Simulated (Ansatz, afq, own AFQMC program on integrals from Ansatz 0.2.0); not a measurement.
**Where AFQMC and coupled cluster stand for AlN, singlet**

```xyz
2

Al    0.0000    0.0000    0.0000
N     0.0000    0.0000    1.6681
```

Basis 6-31G. Only valence electrons are correlated. AFQMC by an in-house program on the Cholesky factors that Ansatz 0.2.0 writes for its CCSD(T) run. The CISD trial takes its coefficients from CCSD amplitudes. Released means that phaseless walkers are propagated on without the constraint, phases kept. ± is one standard error of the sampling.

Determinant: RHF, the one that the program's search chose, which needn't be the lowest solution. The geometry is a PBE0/def2-TZVP stationary point of this or a neighbouring charge and spin state.

Full CI on the same integrals is exact in this basis and with this determinant's frozen core.

Cautions: another spin lies lower; restricted determinant unstable towards unrestricted (UHF 1.86 eV lower, ⟨S²⟩ 1.21); the search met a lower determinant of the same kind, perhaps of another symmetry (102 meV lower), and this one is a saddle point; strong correlation (T1 0.146, weight of the determinant 0.58, largest double 0.25); (T) is large, 10 % of the CCSD correlation; (Q) is large, 125 meV, so the cluster series hasn't closed; CCSD(T) is in doubt: in a space of 8 electrons in 8 natural orbitals full CI lies 102 meV above it; the released energies move by 1.5 errors or more from one time to the next, so no released level is given (meV from the phaseless value at times in 1/Eh: 9 ± 27 at 0.24, 19 ± 25 at 0.51, -34 ± 24 at 0.99, -9 ± 32 at 1.62, -80 ± 35 at 2.40), though the last usable value meets full CI within the noise; CCSDTQ on the UHF determinant differs (31 meV lower), perhaps since the unrestricted series falls towards higher spin.

```
T1 diagnostic                               : 0.1464
weight of the determinant in the CISD state : 0.580
size of the correlated space                : 8 electrons in 16 orbitals
```

```tsv
level	correlation energy (eV)
MP2	-4.0530
CCSD	-5.4460
CCSD(T)	-5.9640
```

(1) Estimate where phaseless AFQMC with the Hartree–Fock trial lies against CCSD(T) on the same integrals.

(1) 12.88 ± 1.36 kcal/mol above CCSD(T).

Reference: full CI, correlation energy -5.882 eV. The cautions show a poor starting determinant, so the rows tell how each method copes with it here, and full CI is the sure value.

| level | E − E(reference) (kcal/mol) | share of correlation (%) |
| --- | --- | --- |
| CCSD(T) | -1.90 | 101.40 |
| CCSDT | 0.79 | 99.42 |
| CCSDT(Q) | -2.10 | 101.55 |
| CCSDTQ | 0.14 | 99.90 |
| ph-AFQMC/HF | 10.98 ± 1.36 | 91.90 |
| ph-AFQMC/CISD | 2.26 ± 0.60 | 98.33 |

CCSDT and higher add their correlation energy to the determinant of the CCSD(T) run, since their own runs factorise the integrals more tightly (a shift of under 2 meV). A walk keeps the symmetry of its determinant, which the program's search chose and which needn't be the lowest solution, so a lower state of the same spin and another symmetry isn't excluded.
